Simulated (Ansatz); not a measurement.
# SiPH₄F: taking an electron away

Aim: the vertical ionisation energy of SiPH₄F, as cation minus neutral at the neutral's geometry, on several levels, and how well −ε(HOMO) stands in for it.

Program: Ansatz 0.2.0, Gaussian basis. Level of theory: unrestricted cation, the program's frozen cores in correlated methods. These are calculated values, not measurements.

The runs, in order: UKS PBE-D4/def2-TZVPP; UKS r2SCAN-D4/def2-TZVPP; UKS PBE0-D4/def2-TZVPP; UKS B3LYP-D4/def2-TZVPP; UKS wB97X-V/def2-TZVPP; UKS wB97M-V/def2-TZVPP; UKS B2PLYP/def2-TZVPP; UHF-CCSD(T)/def2-TZVPP; UHF-MP2/def2-QZVPP; extrapolation to the limit; then −ε(HOMO) from the neutral's earlier runs with LDA (SPW92), PBE-D4, revPBE-D4, BLYP-D4, r2SCAN-D4, B97M-V, PBE0-D4, B3LYP-D4, r2SCANh-D4, r2SCAN0-D4, HSE06-D4, BHLYP-D4, CAM-B3LYP-D4, LC-ωPBE, ωB97X-V, ωB97M-V.

### 1 The relaxed structure

An earlier PBE0-D4 in a triple-zeta def2 set relaxation fixed the geometry.

7 atoms, charge 0, spin multiplicity 1.

Atoms are counted from 1 here; the program's logs count them from 0.

Bond lengths: F1–Si2 1.603 Å, Si2–P3 2.244 Å, Si2–H4 1.484 Å, Si2–H5 1.483 Å, P3–H6 1.421 Å, P3–H7 1.423 Å. Angles: F1–Si2–P3 108.5°, F1–Si2–H4 108.3°, F1–Si2–H5 107.0°, P3–Si2–H4 108.5°, P3–Si2–H5 114.2°, H4–Si2–H5 110.2°, Si2–P3–H6 93.9°, Si2–P3–H7 90.5°, H6–P3–H7 93.4°.

As a file:

```
atom     x (Å)     y (Å)     z (Å)
  F1  -2.08655  -0.13023   0.20239
 Si2  -0.62321  -0.18777  -0.44829
  P3   0.89122  -0.21168   1.20782
  H4  -0.50398  -1.45289  -1.21488
  H5  -0.50886   0.97629  -1.36078
  H6   0.94342   1.20424   1.31072
  H7   1.94926  -0.26596   0.25742
```

### 2 Cation, UKS PBE-D4/def2-TZVPP

File in.yaml:

```yaml
crystal:
  periodic: [false, false, false]
  atoms:
    - {symbol: F, position_ang: [-2.086549, -0.130225, 0.202391]}
    - {symbol: Si, position_ang: [-0.623211, -0.187767, -0.448290]}
    - {symbol: P, position_ang: [0.891218, -0.211684, 1.207817]}
    - {symbol: H, position_ang: [-0.503981, -1.452887, -1.214880]}
    - {symbol: H, position_ang: [-0.508859, 0.976286, -1.360777]}
    - {symbol: H, position_ang: [0.943424, 1.204239, 1.310722]}
    - {symbol: H, position_ang: [1.949258, -0.265960, 0.257417]}
basis:
  gaussian: {orbitals: def2-TZVPP}
total_charge: 1
magnetization: {spin_polarized: true, initial_magnetization: 1}
hamiltonian: {xc: pbe, dispersion: d4}
```

Started as:

```console
$ ansatz run in.yaml --threads 2 --pin off --events-out ev --progress --plain --max-ram 4352MiB
```

Further steps of the session: Cation, UKS r2SCAN-D4/def2-TZVPP; Cation, UKS PBE0-D4/def2-TZVPP; Cation, UKS B3LYP-D4/def2-TZVPP; Cation, UKS wB97X-V/def2-TZVPP; Cation, UKS wB97M-V/def2-TZVPP; Cation, UKS B2PLYP (frozen core)/def2-TZVPP; Cation, UHF-CCSD(T)/def2-TZVPP; Cation, UHF-MP2/def2-QZVPP.

Q: Predict the results of all the runs planned. Wanted: ionisation energy, CCSD(T)/CBS; nearest functional by difference; nearest −ε(HOMO); −ε(HOMO) of PBE; T1 of the cation.

As calculated:

| quantity | value |
| --- | --- |
| ionisation energy, CCSD(T)/CBS | 10.29 eV |
| nearest functional by difference | ωB97X-V (-0.13 eV) |
| nearest −ε(HOMO) | ωB97X-V (-0.15 eV) |
| −ε(HOMO) of PBE | 6.73 eV |
| T1 of the cation | 0.019 |

By cation minus neutral, the functionals miss by 0.33 eV at most. The PBE orbital energy is 3.6 eV too small: a semilocal HOMO is no ionisation energy. Among orbital estimates ωB97X-V comes nearest. Hartree-Fock falls 1.12 eV short, as the neutral has more correlation energy than the cation.
